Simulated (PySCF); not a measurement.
Compound: C4H6O.
SMILES: `C=C=COC`

Computed, not measured: MP2 and CCSD/aug-cc-pVDZ in PySCF, restricted Hartree–Fock reference, 5 core orbitals frozen, non-relativistic, gas phase, PBE0-D3(BJ)/def2-SVP geometry.

E(HF) = -229.76275 Eh.

Q: How large is the problem?

A: 169 basis functions and 38 electrons; 5 orbitals frozen, which leaves o = 14 correlated occupied and v = 150 virtual orbitals. That is o·v = 2100 singles and o·v(o·v + 1)/2 = 2206050 distinct closed-shell doubles amplitudes before symmetry; the costliest CCSD step grows as o²v⁴ = 9.9 × 10^10.

Q: What are the MP2 and CCSD correlation energies?

A: MP2 -0.7463 Eh and CCSD -0.7922 Eh, which gives totals of -230.50905 and -230.55491 Eh. That is 0.770 eV for each correlated electron at CCSD (2080 kJ/mol in all, 0.344 % of the total energy); MP2 gives 94.2 % of the CCSD value.

Q: What is the T1 diagnostic?

A: 0.0128, below the customary warning level of 0.02. It is the norm of the spatial-orbital singles amplitudes over the root of the number of correlated electrons, so the norm is 0.068.

Q: How does correlation change the dipole moment?

A: HF gives 1.56 D and CCSD (unrelaxed density) 1.40 D, a change of -0.16 D.

Connected triples and the basis-set limit are missing.

The job also held the EOM ionisation roots. Time: 3.2 min of wall time. Hardware: one thread, x86-64 server, no GPU, shared host.

Conformer computed: `[CH2:1]=[C:2]=[CH:3][O:4][CH3:5]`: C2–C3–O4–C5 178°.

One conformer stands for the species.
